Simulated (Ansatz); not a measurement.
We consider corundum (α-Al2O3), described by PBE0 (PAW; Ansatz, a program for electronic structure).

Numerical settings: plane-wave cutoff 460 eV, 6×6×6 k mesh, Fermi–Dirac smearing 0.01 eV, scalar-relativistic PAW data made under PBE.

The cell has the measured lattice parameters. Conventional cell: a = 4.7570 Å, b = 4.7570 Å, c = 12.9877 Å, α = 90.00°, β = 90.00°, γ = 120.00°.

```xyz
10
Lattice="-4.5418 -2.3785 0.0000 -4.5418 2.3785 0.0000 -3.2962 0.0000 -3.9269" Properties=species:S:1:pos:R:3 pbc="T T T"
Al   -10.5498     0.0000    -3.3464
Al    -4.3599     0.0000    -1.3830
Al    -1.8300     0.0000    -0.5805
Al    -8.0199     0.0000    -2.5439
O     -4.7431    -0.9217    -2.9451
O     -5.1245     1.6501    -1.7425
O     -7.6368     0.9217    -0.9817
O     -6.7726     0.7284    -3.7060
O     -7.2553    -1.6501    -2.1843
O     -5.6072    -0.7284    -0.2209
```

### Question
List the 32 lowest band energies at Γ above −25 eV (eV, relative to the valence band maximum), grouping those that round alike.

### Answer
At Γ: -20.90, -18.45, -18.16 (×2), -17.83 (×2), -7.37, -6.31, -5.93 (×2), -4.74, -4.68 (×2), -3.59, -3.15, -1.50 (×2), -1.38 (×2), -0.60 (×2), -0.05 (×2), 0.00, 8.87, 11.85, 13.68, 14.39 (×2), 14.56, 15.20 (×2).

Note: cell and atoms aren't relaxed at this level (largest force 0.06 eV/Å, pressure -0.6 GPa).
